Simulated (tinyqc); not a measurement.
Inside a calculation (part 1 of 2). Method: MP2 on RHF in the sto-3g basis, frozen core, for CH3+, spin multiplicity 1. Computed by tinyqc, a small Python program that keeps every step (integrals from PySCF). Settings: charge = 1, multiplicity = 1, basis = sto-3g, method = RHF, frozen orbitals = 1, energy threshold = 1e-10, iteration cap = 71, orthogonalisation = symmetric, start = Wolfsberg-Helmholz matrix, DIIS depth = 6. Command: `OMP_NUM_THREADS=1 python tinyqc.py 25239 25240 out.jsonl` (the two numbers bound the seeds that draw the settings). One thread of a shared host (Intel(R) Xeon(R) Processor @ 2.60GHz), about 0.1 s of CPU time with the checks. The early iterations of the SCF are left out here.

## One-electron integrals

Geometry (angstrom):
```
atom         x         y        z
C      0.00000   0.00000  0.07700
H      1.20700   0.00000  0.00000
H     -0.60400   1.04500  0.00000
H     -0.60400  -1.04500  0.00000
```

Basis sto-3g: exponents (1/bohr^2) and contraction coefficients of normalised primitives:
```
element  l (shell)  exponent  coefficient
C            s (1)  71.61684      0.15433
C            s (1)  13.04510      0.53533
C            s (1)   3.53051      0.44463
C            s (2)   2.94125     -0.09997
C            s (2)   0.68348      0.39951
C            s (2)   0.22229      0.70012
C            p (3)   2.94125      0.15592
C            p (3)   0.68348      0.60768
C            p (3)   0.22229      0.39196
H            s (1)   3.42525      0.15433
H            s (1)   0.62391      0.53533
H            s (1)   0.16886      0.44463
```

Overlap, kinetic and nuclear-attraction integrals over the contracted functions; the nuclear repulsion is the sum of Za Zb / Rab.

nuclear repulsion = 8.6350018 hartree

overlap S, order 1C 1s, 1C 2s, 1C 2px, 1C 2py, 1C 2pz, 2H 1s, 3H 1s, 4H 1s:
```
[[1.00000, 0.24836, 0.00000, 0.00000, 0.00000, 0.04717, 0.04717, 0.04717],
 [0.24836, 1.00000, 0.00000, 0.00000, 0.00000, 0.42432, 0.42432, 0.42432],
 [0.00000, 0.00000, 1.00000, 0.00000, 0.00000, 0.42290, -0.21163, -0.21163],
 [0.00000, 0.00000, 0.00000, 1.00000, 0.00000, 0.00000, 0.36615, -0.36615],
 [0.00000, 0.00000, 0.00000, 0.00000, 1.00000, -0.02698, -0.02698, -0.02698],
 [0.04717, 0.42432, 0.42290, 0.00000, -0.02698, 1.00000, 0.10251, 0.10251],
 [0.04717, 0.42432, -0.21163, 0.36615, -0.02698, 0.10251, 1.00000, 0.10266],
 [0.04717, 0.42432, -0.21163, -0.36615, -0.02698, 0.10251, 0.10266, 1.00000]]
```

kinetic energy T (hartree), order 1C 1s, 1C 2s, 1C 2px, 1C 2py, 1C 2pz, 2H 1s, 3H 1s, 4H 1s:
```
[[15.89112, -0.08589, 0.00000, 0.00000, 0.00000, -0.01223, -0.01223, -0.01223],
 [-0.08589, 0.47225, 0.00000, 0.00000, 0.00000, 0.07204, 0.07204, 0.07204],
 [0.00000, 0.00000, 1.47773, 0.00000, 0.00000, 0.19296, -0.09656, -0.09656],
 [0.00000, 0.00000, 0.00000, 1.47773, 0.00000, 0.00000, 0.16707, -0.16707],
 [0.00000, 0.00000, 0.00000, 0.00000, 1.47773, -0.01231, -0.01231, -0.01231],
 [-0.01223, 0.07204, 0.19296, 0.00000, -0.01231, 0.76003, -0.01095, -0.01095],
 [-0.01223, 0.07204, -0.09656, 0.16707, -0.01231, -0.01095, 0.76003, -0.01095],
 [-0.01223, 0.07204, -0.09656, -0.16707, -0.01231, -0.01095, -0.01095, 0.76003]]
```

nuclear attraction V (hartree), order 1C 1s, 1C 2s, 1C 2px, 1C 2py, 1C 2pz, 2H 1s, 3H 1s, 4H 1s:
```
[[-34.96535, -4.51823, 0.00001, 0.00000, 0.00263, -0.87033, -0.87034, -0.87034],
 [-4.51823, -6.48107, 0.00012, 0.00000, 0.02820, -2.26177, -2.26183, -2.26183],
 [0.00001, 0.00012, -6.48976, 0.00000, -0.00001, -2.07809, 1.03998, 1.03998],
 [0.00000, 0.00000, 0.00000, -6.48959, 0.00000, 0.00000, -1.79922, 1.79922],
 [0.00263, 0.02820, -0.00001, 0.00000, -6.33691, 0.13833, 0.13833, 0.13833],
 [-0.87033, -2.26177, -2.07809, 0.00000, 0.13833, -4.32263, -0.49625, -0.49625],
 [-0.87034, -2.26183, 1.03998, -1.79922, 0.13833, -0.49625, -4.32274, -0.49689],
 [-0.87034, -2.26183, 1.03998, 1.79922, 0.13833, -0.49625, -0.49689, -4.32274]]
```

core Hamiltonian H = T + V (hartree), order 1C 1s, 1C 2s, 1C 2px, 1C 2py, 1C 2pz, 2H 1s, 3H 1s, 4H 1s:
```
[[-19.07422, -4.60412, 0.00001, 0.00000, 0.00263, -0.88256, -0.88257, -0.88257],
 [-4.60412, -6.00882, 0.00012, 0.00000, 0.02820, -2.18974, -2.18979, -2.18979],
 [0.00001, 0.00012, -5.01203, 0.00000, -0.00001, -1.88513, 0.94342, 0.94342],
 [0.00000, 0.00000, 0.00000, -5.01186, 0.00000, 0.00000, -1.63216, 1.63216],
 [0.00263, 0.02820, -0.00001, 0.00000, -4.85918, 0.12602, 0.12602, 0.12602],
 [-0.88256, -2.18974, -1.88513, 0.00000, 0.12602, -3.56260, -0.50720, -0.50720],
 [-0.88257, -2.18979, 0.94342, -1.63216, 0.12602, -0.50720, -3.56271, -0.50783],
 [-0.88257, -2.18979, 0.94342, 1.63216, 0.12602, -0.50720, -0.50783, -3.56271]]
```

## Two-electron integrals

Functions are numbered as in S; the eight-fold symmetry (ij|kl) = (ji|kl) = (kl|ij) leaves the list below.

Two-electron integrals (ij|kl) in chemists' order, unique and non-zero (hartree):
```
(11|11) 3.54195     (21|11) 0.57692     (21|21) 0.11189     (22|11) 0.85468
(22|21) 0.20528     (22|22) 0.62471     (31|31) 0.02030     (32|31) 0.03086
(32|32) 0.13800     (33|11) 0.85244     (33|21) 0.20534     (33|22) 0.62457
(33|33) 0.67283     (41|41) 0.02030     (42|41) 0.03086     (42|42) 0.13800
(43|43) 0.03627     (44|11) 0.85244     (44|21) 0.20534     (44|22) 0.62457
(44|33) 0.60030     (44|44) 0.67283     (51|51) 0.02030     (52|51) 0.03086
(52|52) 0.13800     (53|53) 0.03627     (54|54) 0.03627     (55|11) 0.85244
(55|21) 0.20534     (55|22) 0.62457     (55|33) 0.60030     (55|44) 0.60030
(55|55) 0.67283     (61|11) 0.11010     (61|21) 0.02123     (61|22) 0.03892
(61|31) 0.00128     (61|32) 0.00240     (61|33) 0.03920     (61|44) 0.03879
(61|51) -0.00008    (61|52) -0.00015    (61|53) -2.62e-05   (61|55) 0.03879
(61|61) 0.00412     (62|11) 0.27509     (62|21) 0.06701     (62|22) 0.22575
(62|31) 0.00636     (62|32) 0.04465     (62|33) 0.23650     (62|44) 0.22023
(62|51) -0.00041    (62|52) -0.00285    (62|53) -0.00104    (62|55) 0.22030
(62|61) 0.01328     (62|62) 0.10877     (63|11) 0.23821     (63|21) 0.05876
(63|22) 0.20989     (63|31) 0.01151     (63|32) 0.07398     (63|33) 0.23067
(63|44) 0.19936     (63|51) -0.00031    (63|52) -0.00245    (63|53) -0.00145
(63|55) 0.19942     (63|61) 0.01216     (63|62) 0.12004     (63|63) 0.14310
(64|41) 0.00667     (64|42) 0.03563     (64|43) 0.00863     (64|54) -0.00055
(64|64) 0.01304     (65|11) -0.01520    (65|21) -0.00375    (65|22) -0.01339
(65|31) -0.00031    (65|32) -0.00245    (65|33) -0.01361    (65|44) -0.01272
(65|51) 0.00669     (65|52) 0.03578     (65|53) 0.00868     (65|55) -0.01382
(65|61) -0.00078    (65|62) -0.00766    (65|63) -0.00830    (65|65) 0.01357
(66|11) 0.43125     (66|21) 0.10683     (66|22) 0.41000     (66|31) 0.01241
(66|32) 0.11809     (66|33) 0.45232     (66|44) 0.38845     (66|51) -0.00079
(66|52) -0.00753    (66|53) -0.00407    (66|55) 0.38871     (66|61) 0.02144
(66|62) 0.25320     (66|63) 0.30814     (66|65) -0.01966    (66|66) 0.77461
(71|11) 0.11010     (71|21) 0.02123     (71|22) 0.03892     (71|31) -0.00064
(71|32) -0.00120    (71|33) 0.03889     (71|41) 0.00111     (71|42) 0.00208
(71|43) -0.00018    (71|44) 0.03909     (71|51) -0.00008    (71|52) -0.00015
(71|53) 1.31e-05    (71|54) -2.27e-05   (71|55) 0.03879     (71|61) 0.00399
(71|62) 0.01245     (71|63) 0.01068     (71|64) 0.00043     (71|65) -0.00073
(71|66) 0.01975     (71|71) 0.00412     (72|11) 0.27510     (72|21) 0.06701
(72|22) 0.22575     (72|31) -0.00318    (72|32) -0.02234    (72|33) 0.22431
(72|41) 0.00551     (72|42) 0.03866     (72|43) -0.00705    (72|44) 0.23242
(72|51) -0.00041    (72|52) -0.00285    (72|53) 0.00052     (72|54) -0.00090
(72|55) 0.22030     (72|61) 0.01245     (72|62) 0.07614     (72|63) 0.06611
(72|64) 0.00900     (72|65) -0.00521    (72|66) 0.13674     (72|71) 0.01328
(72|72) 0.10877     (73|11) -0.11921    (73|21) -0.02940    (73|22) -0.10503
(73|31) 0.00789     (73|32) 0.04523     (73|33) -0.11016    (73|41) -0.00210
(73|42) -0.01662    (73|43) 0.01052     (73|44) -0.10503    (73|51) 0.00015
(73|52) 0.00122     (73|53) -0.00077    (73|54) 0.00039     (73|55) -0.09979
(73|61) -0.00497    (73|62) -0.02529    (73|63) -0.01443    (73|64) -0.00218
(73|65) 0.00170     (73|66) -0.03824    (73|71) -0.00609    (73|72) -0.06007
(73|73) 0.04561     (74|11) 0.20624     (74|21) 0.05087     (74|22) 0.18172
(74|31) -0.00210    (74|32) -0.01662    (74|33) 0.17565     (74|41) 0.01030
(74|42) 0.06438     (74|43) -0.00959    (74|44) 0.19666     (74|51) -0.00027
(74|52) -0.00212    (74|53) 0.00039     (74|54) -0.00122    (74|55) 0.17265
(74|61) 0.00946     (74|62) 0.06174     (74|63) 0.05338     (74|64) 0.01516
(74|65) -0.00414    (74|66) 0.11164     (74|71) 0.01053     (74|72) 0.10393
(74|73) -0.05635    (74|74) 0.11053     (75|11) -0.01520    (75|21) -0.00375
(75|22) -0.01339    (75|31) 0.00015     (75|32) 0.00122     (75|33) -0.01294
(75|41) -0.00027    (75|42) -0.00212    (75|43) 0.00039     (75|44) -0.01339
(75|51) 0.00669     (75|52) 0.03578     (75|53) -0.00435    (75|54) 0.00752
(75|55) -0.01382    (75|61) -0.00073    (75|62) -0.00521    (75|63) -0.00444
(75|64) -0.00060    (75|65) 0.00883     (75|66) -0.00990    (75|71) -0.00078
(75|72) -0.00766    (75|73) 0.00415     (75|74) -0.00718    (75|75) 0.01357
(76|11) 0.05929     (76|21) 0.01449     (76|22) 0.05058     (76|31) 0.00057
(76|32) 0.00429     (76|33) 0.05102     (76|41) 0.00099     (76|42) 0.00744
(76|43) 0.00032     (76|44) 0.05140     (76|51) -0.00015    (76|52) -0.00110
(76|53) -0.00015    (76|54) -0.00026    (76|55) 0.04929     (76|61) 0.00280
(76|62) 0.02164     (76|63) 0.02218     (76|64) 0.00236     (76|65) -0.00168
(76|66) 0.04690     (76|71) 0.00280     (76|72) 0.02164     (76|73) -0.00906
(76|74) 0.02038     (76|75) -0.00168    (76|76) 0.00534     (77|11) 0.43125
(77|21) 0.10683     (77|22) 0.41000     (77|31) -0.00621    (77|32) -0.05910
(77|33) 0.40444     (77|41) 0.01075     (77|42) 0.10224     (77|43) -0.02767
(77|44) 0.43633     (77|51) -0.00079    (77|52) -0.00753    (77|53) 0.00204
(77|54) -0.00353    (77|55) 0.38871     (77|61) 0.01975     (77|62) 0.13674
(77|63) 0.11579     (77|64) 0.02276     (77|65) -0.00990    (77|66) 0.25248
(77|71) 0.02144     (77|72) 0.25320     (77|73) -0.15420    (77|74) 0.26679
(77|75) -0.01966    (77|76) 0.04690     (77|77) 0.77461     (81|11) 0.11010
(81|21) 0.02123     (81|22) 0.03892     (81|31) -0.00064    (81|32) -0.00120
(81|33) 0.03889     (81|41) -0.00111    (81|42) -0.00208    (81|43) 0.00018
(81|44) 0.03909     (81|51) -0.00008    (81|52) -0.00015    (81|53) 1.31e-05
(81|54) 2.27e-05    (81|55) 0.03879     (81|61) 0.00399     (81|62) 0.01245
(81|63) 0.01068     (81|64) -0.00043    (81|65) -0.00073    (81|66) 0.01975
(81|71) 0.00399     (81|72) 0.01245     (81|73) -0.00572    (81|74) 0.00903
(81|75) -0.00073    (81|76) 0.00266     (81|77) 0.01975     (81|81) 0.00412
(82|11) 0.27510     (82|21) 0.06701     (82|22) 0.22575     (82|31) -0.00318
(82|32) -0.02234    (82|33) 0.22431     (82|41) -0.00551    (82|42) -0.03866
(82|43) 0.00705     (82|44) 0.23242     (82|51) -0.00041    (82|52) -0.00285
(82|53) 0.00052     (82|54) 0.00090     (82|55) 0.22030     (82|61) 0.01245
(82|62) 0.07614     (82|63) 0.06611     (82|64) -0.00900    (82|65) -0.00521
(82|66) 0.13674     (82|71) 0.01245     (82|72) 0.07616     (82|73) -0.04090
(82|74) 0.05274     (82|75) -0.00521    (82|76) 0.01622     (82|77) 0.13678
(82|81) 0.01328     (82|82) 0.10877     (83|11) -0.11921    (83|21) -0.02940
(83|22) -0.10503    (83|31) 0.00789     (83|32) 0.04523     (83|33) -0.11016
(83|41) 0.00210     (83|42) 0.01662     (83|43) -0.01052    (83|44) -0.10503
(83|51) 0.00015     (83|52) 0.00122     (83|53) -0.00077    (83|54) -0.00039
(83|55) -0.09979    (83|61) -0.00497    (83|62) -0.02529    (83|63) -0.01443
(83|64) 0.00218     (83|65) 0.00170     (83|66) -0.03824    (83|71) -0.00572
(83|72) -0.04090    (83|73) 0.03000     (83|74) -0.02781    (83|75) 0.00274
(83|76) -0.00675    (83|77) -0.07771    (83|81) -0.00609    (83|82) -0.06007
(83|83) 0.04561     (84|11) -0.20624    (84|21) -0.05087    (84|22) -0.18172
(84|31) 0.00210     (84|32) 0.01662     (84|33) -0.17565    (84|41) 0.01030
(84|42) 0.06438     (84|43) -0.00959    (84|44) -0.19666    (84|51) 0.00027
(84|52) 0.00212     (84|53) -0.00039    (84|54) -0.00122    (84|55) -0.17265
(84|61) -0.00946    (84|62) -0.06174    (84|63) -0.05338    (84|64) 0.01516
(84|65) 0.00414     (84|66) -0.11164    (84|71) -0.00903    (84|72) -0.05274
(84|73) 0.02781     (84|74) -0.02917    (84|75) 0.00355     (84|76) -0.01167
(84|77) -0.08890    (84|81) -0.01053    (84|82) -0.10393    (84|83) 0.05635
(84|84) 0.11053     (85|11) -0.01520    (85|21) -0.00375    (85|22) -0.01339
(85|31) 0.00015     (85|32) 0.00122     (85|33) -0.01294    (85|41) 0.00027
(85|42) 0.00212     (85|43) -0.00039    (85|44) -0.01339    (85|51) 0.00669
(85|52) 0.03578     (85|53) -0.00435    (85|54) -0.00752    (85|55) -0.01382
(85|61) -0.00073    (85|62) -0.00521    (85|63) -0.00444    (85|64) 0.00060
(85|65) 0.00883     (85|66) -0.00990    (85|71) -0.00073    (85|72) -0.00521
(85|73) 0.00274     (85|74) -0.00355    (85|75) 0.00883     (85|76) -0.00122
(85|77) -0.00991    (85|81) -0.00078    (85|82) -0.00766    (85|83) 0.00415
(85|84) 0.00718     (85|85) 0.01357     (86|11) 0.05929     (86|21) 0.01449
(86|22) 0.05058     (86|31) 0.00057     (86|32) 0.00429     (86|33) 0.05102
(86|41) -0.00099    (86|42) -0.00744    (86|43) -0.00032    (86|44) 0.05140
(86|51) -0.00015    (86|52) -0.00110    (86|53) -0.00015    (86|54) 0.00026
(86|55) 0.04929     (86|61) 0.00280     (86|62) 0.02164     (86|63) 0.02218
(86|64) -0.00236    (86|65) -0.00168    (86|66) 0.04690     (86|71) 0.00266
(86|72) 0.01622     (86|73) -0.00675    (86|74) 0.01167     (86|75) -0.00122
(86|76) 0.00418     (86|77) 0.02885     (86|81) 0.00280     (86|82) 0.02164
(86|83) -0.00906    (86|84) -0.02038    (86|85) -0.00168    (86|86) 0.00534
(87|11) 0.05936     (87|21) 0.01451     (87|22) 0.05065     (87|31) -0.00115
(87|32) -0.00861    (87|33) 0.05165     (87|44) 0.05090     (87|51) -0.00015
(87|52) -0.00110    (87|53) 0.00030     (87|55) 0.04935     (87|61) 0.00266
(87|62) 0.01624     (87|63) 0.01350     (87|65) -0.00122    (87|66) 0.02888
(87|71) 0.00280     (87|72) 0.02168     (87|73) -0.01317    (87|74) 0.01805
(87|75) -0.00168    (87|76) 0.00418     (87|77) 0.04698     (87|81) 0.00280
(87|82) 0.02168     (87|83) -0.01317    (87|84) -0.01805    (87|85) -0.00168
(87|86) 0.00418     (87|87) 0.00536     (88|11) 0.43125     (88|21) 0.10683
(88|22) 0.41000     (88|31) -0.00621    (88|32) -0.05910    (88|33) 0.40444
(88|41) -0.01075    (88|42) -0.10224    (88|43) 0.02767     (88|44) 0.43633
(88|51) -0.00079    (88|52) -0.00753    (88|53) 0.00204     (88|54) 0.00353
(88|55) 0.38871     (88|61) 0.01975     (88|62) 0.13674     (88|63) 0.11579
(88|64) -0.02276    (88|65) -0.00990    (88|66) 0.25248     (88|71) 0.01975
(88|72) 0.13678     (88|73) -0.07771    (88|74) 0.08890     (88|75) -0.00991
(88|76) 0.02885     (88|77) 0.25259     (88|81) 0.02144     (88|82) 0.25320
(88|83) -0.15420    (88|84) -0.26679    (88|85) -0.01966    (88|86) 0.04690
(88|87) 0.04698     (88|88) 0.77461
```

## Orthogonalisation

S = U s U^T; symmetric (Loewdin) form X = U s^(-1/2) U^T, so that X^T S X = 1.

eigenvalues of S: [0.33104, 0.42815, 0.42833, 0.96508, 1.00639, 1.46902, 1.46939, 1.90260]

X, order 1C 1s, 1C 2s, 1C 2px, 1C 2py, 1C 2pz, 2H 1s, 3H 1s, 4H 1s:
```
[[1.02787, -0.15883, 0.00001, 0.00000, 0.00183, 0.02379, 0.02379, 0.02379],
 [-0.15883, 1.30581, -0.00008, 0.00000, -0.01747, -0.27376, -0.27378, -0.27378],
 [0.00001, -0.00008, 1.14201, 0.00000, 0.00001, -0.28566, 0.14295, 0.14295],
 [0.00000, 0.00000, 0.00000, 1.14184, 0.00000, 0.00000, -0.24730, 0.24730],
 [0.00183, -0.01747, 0.00001, 0.00000, 1.00108, 0.01705, 0.01705, 0.01705],
 [0.02379, -0.27376, -0.28566, 0.00000, 0.01705, 1.18847, -0.02274, -0.02274],
 [0.02379, -0.27378, 0.14295, -0.24730, 0.01705, -0.02274, 1.18847, -0.02272],
 [0.02379, -0.27378, 0.14295, 0.24730, 0.01705, -0.02274, -0.02272, 1.18847]]
```

## Iteration 7 (converged): orbitals

converged F (hartree), order 1C 1s, 1C 2s, 1C 2px, 1C 2py, 1C 2pz, 2H 1s, 3H 1s, 4H 1s:
```
[[-11.55924, -3.09130, 0.00000, 0.00000, -0.00102, -0.59879, -0.59880, -0.59880],
 [-3.09130, -1.89028, 0.00006, 0.00000, 0.02167, -0.77442, -0.77442, -0.77442],
 [0.00000, 0.00006, -0.70098, 0.00000, -0.00001, -0.57232, 0.28639, 0.28639],
 [0.00000, 0.00000, 0.00000, -0.70081, 0.00000, 0.00000, -0.49554, 0.49554],
 [-0.00102, 0.02167, -0.00001, 0.00000, -0.21017, 0.02981, 0.02982, 0.02982],
 [-0.59879, -0.77442, -0.57232, 0.00000, 0.02981, -0.69940, -0.18615, -0.18615],
 [-0.59880, -0.77442, 0.28639, -0.49554, 0.02982, -0.18615, -0.69940, -0.18638],
 [-0.59880, -0.77442, 0.28639, 0.49554, 0.02982, -0.18615, -0.18638, -0.69940]]
```

Diagonalise F' = X^T F X, C = X C', fill 4 alpha and 4 beta electrons from the bottom; D = 2 C_occ C_occ^T. Each column has its largest component positive (the first on a tie).

F' = X^T F X (hartree):
```
[[-11.32308, -1.58787, 0.00002, 0.00000, 0.00107, -0.06125, -0.06125, -0.06125],
 [-1.58787, -0.96886, -0.00005, 0.00000, -0.00392, -0.38554, -0.38554, -0.38554],
 [0.00002, -0.00005, -0.41665, 0.00000, 0.00000, -0.45548, 0.22790, 0.22790],
 [0.00000, 0.00000, 0.00000, -0.41675, 0.00000, 0.00000, -0.39438, 0.39438],
 [0.00107, -0.00392, 0.00000, 0.00000, -0.20841, 0.02131, 0.02131, 0.02131],
 [-0.06125, -0.38554, -0.45548, 0.00000, 0.02131, -0.28478, -0.04023, -0.04023],
 [-0.06125, -0.38554, 0.22790, -0.39438, 0.02131, -0.04023, -0.28477, -0.04018],
 [-0.06125, -0.38554, 0.22790, 0.39438, 0.02131, -0.04023, -0.04018, -0.28477]]
```

orbital energies (hartree): [-11.56485, -1.21700, -0.89516, -0.89501, -0.21109, 0.12737, 0.23366, 0.23399]

coefficients C, order 1C 1s, 1C 2s, 1C 2px, 1C 2py, 1C 2pz, 2H 1s, 3H 1s, 4H 1s:
```
[[0.99322, -0.23401, -0.00005, 0.00000, -0.02191, -0.20428, 0.00000, 0.00025],
 [0.02928, 0.76393, 0.00018, 0.00000, 0.10777, 1.16596, 0.00000, -0.00145],
 [0.00000, -0.00010, 0.63908, 0.00000, 0.00000, 0.00099, 0.00000, 1.00908],
 [0.00000, 0.00000, 0.00000, 0.63913, 0.00000, 0.00000, 1.00878, 0.00000],
 [-0.00036, -0.01507, 0.00000, 0.00000, 0.99325, -0.12874, 0.00000, 0.00014],
 [-0.00530, 0.17825, 0.42689, 0.00000, -0.04522, -0.69214, 0.00000, -0.93581],
 [-0.00530, 0.17827, -0.21346, 0.36977, -0.04518, -0.69038, -0.81112, 0.46926],
 [-0.00530, 0.17827, -0.21346, -0.36977, -0.04518, -0.69038, 0.81112, 0.46926]]
```

D after iteration 7, order 1C 1s, 1C 2s, 1C 2px, 1C 2py, 1C 2pz, 2H 1s, 3H 1s, 4H 1s:
```
[[2.08248, -0.29937, -0.00002, 0.00000, 0.00634, -0.09399, -0.09394, -0.09394],
 [-0.29937, 1.16889, 0.00007, 0.00000, -0.02305, 0.27218, 0.27198, 0.27198],
 [-0.00002, 0.00007, 0.81684, 0.00000, 0.00001, 0.54560, -0.27287, -0.27287],
 [0.00000, 0.00000, 0.00000, 0.81699, 0.00000, 0.00000, 0.47266, -0.47266],
 [0.00634, -0.02305, 0.00001, 0.00000, 0.00045, -0.00537, -0.00537, -0.00537],
 [-0.09399, 0.27218, 0.54560, 0.00000, -0.00537, 0.42807, -0.11864, -0.11864],
 [-0.09394, 0.27198, -0.27287, 0.47266, -0.00537, -0.11864, 0.42820, -0.11871],
 [-0.09394, 0.27198, -0.27287, -0.47266, -0.00537, -0.11864, -0.11871, 0.42820]]
```

## Convergence

Stop when the energy changes by less than 1e-10 hartree and every element of the error matrix X^T (F D S - S D F) X is below 3e-06.

Course of the cycle:
```
iteration  E (hartree)     change  largest element of the error matrix
1          -38.6776035          -                             3.23e-01
2          -38.7567229  -7.91e-02                             4.89e-02
3          -38.7613731  -4.65e-03                             8.10e-03
4          -38.7615930  -2.20e-04                             1.46e-03
5          -38.7615964  -3.42e-06                             3.60e-05
6          -38.7615964  -1.74e-09                             1.23e-06
7          -38.7615964  -2.82e-12                             1.93e-07
```

PySCF RHF in the same basis = -38.7615964 hartree

Converged in 7 iterations.
